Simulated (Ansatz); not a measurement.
The inner images of a band of BClH2 + ClH (6 atoms, charge 0, multiplicity 1) are given out of order.

The calculation used Ansatz, RKS PBE-D4/def2-SVP.

Image 0:

```xyz
6
Properties=species:S:1:pos:R:3
B 0.010 0.262 -0.070
H 0.112 0.714 1.051
H 0.961 0.013 -0.777
Cl -1.594 0.253 -0.802
Cl 0.189 -2.227 1.006
H -0.652 -1.915 1.946
```

Image 8:

```xyz
6
Properties=species:S:1:pos:R:3
B 0.010 -0.644 -0.608
H -0.443 0.319 2.353
H 1.043 -0.020 -0.557
Cl -1.479 0.177 -1.020
Cl 0.018 -2.362 -0.280
H -0.124 -0.370 2.467
```

Problem. Put them in order from the first end to the last, with their energies above the first end.
A.
```xyz
6
Properties=species:S:1:pos:R:3
B -0.038 0.249 -0.074
H -0.032 0.620 1.082
H 0.971 0.018 -0.702
Cl -1.564 0.324 -0.945
Cl 0.006 -2.327 0.929
H -0.319 -1.785 2.063
```
B.
```xyz
6
Properties=species:S:1:pos:R:3
B -0.080 -0.466 0.005
H -0.135 0.207 1.443
H 0.974 0.050 -0.299
Cl -1.571 0.201 -0.712
Cl -0.019 -2.283 0.378
H -0.145 -0.609 1.540
```
C.
```xyz
6
Properties=species:S:1:pos:R:3
B -0.055 -0.571 -0.244
H -0.200 0.250 1.735
H 0.979 0.052 -0.284
Cl -1.547 0.193 -0.767
Cl -0.008 -2.310 0.084
H -0.144 -0.513 1.831
```
D.
```xyz
6
Properties=species:S:1:pos:R:3
B -0.093 -0.184 0.084
H -0.106 0.236 1.308
H 0.990 -0.013 -0.419
Cl -1.602 0.195 -0.756
Cl -0.045 -2.241 0.731
H -0.119 -0.892 1.408
```
E.
```xyz
6
Properties=species:S:1:pos:R:3
B -0.085 0.082 0.046
H -0.121 0.361 1.243
H 0.974 -0.022 -0.524
Cl -1.588 0.233 -0.837
Cl -0.042 -2.369 0.916
H -0.113 -1.185 1.512
```
F.
```xyz
6
Properties=species:S:1:pos:R:3
B -0.027 -0.615 -0.441
H -0.309 0.294 2.053
H 0.997 0.022 -0.369
Cl -1.516 0.183 -0.901
Cl 0.001 -2.340 -0.130
H -0.121 -0.445 2.143
```
G.
```xyz
6
Properties=species:S:1:pos:R:3
B -0.077 0.208 -0.030
H -0.115 0.489 1.154
H 0.959 0.010 -0.622
Cl -1.573 0.320 -0.933
Cl -0.044 -2.456 0.970
H -0.125 -1.471 1.816
```

Solution. A (+0.01 eV), G (+0.03 eV), E (+0.11 eV), D (+0.31 eV), B (-0.18 eV), C (-0.58 eV), F (-0.75 eV).

Time of the run: 120 s on 1 thread of Arm Neoverse V2, on a shared host, peak memory 0.11 GiB.
